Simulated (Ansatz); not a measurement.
The input, for Ansatz 0.2.0:

```yaml
crystal:
  periodic: [false, false, false]
  atoms:
    - {symbol: Ti, position_ang: [0.000000, 0.000000, 1.774827]}
    - {symbol: C, position_ang: [0.000000, 0.000000, -0.323827]}
    - {symbol: O, position_ang: [0.000000, 0.000000, -1.451000]}
basis:
  gaussian: {orbitals: STO-3G, point_charges: [{charge: 1.00, position_ang: [3.070, 0.322, -0.245]}]}
total_charge: 1
magnetization: {spin_polarized: false, initial_magnetization: 3}
hamiltonian: {xc: {name: r2SCAN}}
correlation: {method: ccsd, electrons: outside_noble_gas}
accuracy: high
scf: {omitted_lower_state_checks: [cluster_reference]}
output: {forces: true}
```

```sh
$ ansatz run in.yaml --threads 1 --pin off --events-out ev --progress --plain --max-ram 2393MiB
```

Log:

```
these checks for a lower state are left out or cut short: cluster_reference
554 factors; integrals over basis functions are off by at most 4.2e-9 eV
mean field evaluation 1: about -25880.4126 eV, gradient 4.8e1 eV
mean field evaluation 2: about -25880.3818 eV, gradient 4.8e1 eV
mean field evaluation 4: about -25890.5294 eV, gradient 4.0e1 eV
mean field evaluation 8: about -25903.0702 eV, gradient 4.5e0 eV
mean field evaluation 16: about -25903.1590 eV, gradient 2.2e-1 eV
mean field evaluation 32: about -25903.2653 eV, gradient 3.9e-7 eV
mean field evaluation 64: about -25902.8960 eV, gradient 3.4e0 eV
mean field evaluation 96: about -25903.2567 eV, gradient 6.8e-2 eV
mean field evaluation 128: about -25903.2558 eV, gradient 1.5e-1 eV
mean field evaluation 160: about -25825.5789 eV, gradient 5.0e1 eV
mean field -25903.26529350 eV, -951.9274416722 hartree, gradient 1.7e-8 eV, S^2 3.750000; 10 other end points of the search recorded, 0 dependent functions left out
11 core orbitals not correlated: weight in the atoms' cores, before any rotation towards them, 0.999 or more for the frozen orbitals, at most 0.000 for the correlated occupied ones
reference -25866.08980420 eV, -950.5612676389 hartree; 8, 5 occupied and 9, 12 virtual orbitals, 554 factors
second order -4.45630822 eV of doubles, -0.32655062 eV of singles
...
cycle  71  -4.75986520 eV  change    2.7e-9 eV  update   4.3e-9
cycle  72  -4.75986520 eV  change    3.1e-9 eV  update   4.1e-9
cycle  73  -4.75986519 eV  change    4.5e-9 eV  update   3.7e-9
cycle  74  -4.75986519 eV  change    2.4e-9 eV  update   3.3e-9
cycle  75  -4.75986519 eV  change    2.3e-9 eV  update   2.9e-9
cycle  76  -4.75986519 eV  change    2.4e-9 eV  update   2.6e-9
cycle  77  -4.75986519 eV  change    1.0e-9 eV  update   2.2e-9
cycle  78  -4.75986519 eV  change   9.3e-10 eV  update   2.0e-9
cycle  79  -4.75986518 eV  change   5.9e-10 eV  update   1.8e-9
cycle  80  -4.75986518 eV  change  -1.7e-11 eV  update   1.5e-9
WARN: the results are in doubt because among natural orbitals full CI differs from the method by -0.080 eV
the calculation of the forces begins
Total energy: -25870.84966938 eV, -950.7361894581 hartree
Atom 0 at     0.000000     0.000000     1.774827 Å, force    -0.485010    -0.050889    -0.868997 eV/Å
Atom 1 at     0.000000     0.000000    -0.323827 Å, force    -0.097857    -0.010221    10.511253 eV/Å
Atom 2 at     0.000000     0.000000    -1.451000 Å, force    -0.139607    -0.014677    -9.380511 eV/Å
Dipole moment:    -0.330931    -0.034711     0.857345 e Å
In doubt: among natural orbitals full CI differs from the method by -0.080 eV
Checks for a lower state left out: cluster_reference
```

Forces (eV/Å):
```
Ti  -0.485 -0.051 -0.869
C   -0.098 -0.010 10.511
O   -0.140 -0.015 -9.381
```

The T1 diagnostic is 0.059.

Ran on 1 thread of Arm Neoverse V2, shared host: 2 min wall, 0.29 GiB peak host memory.
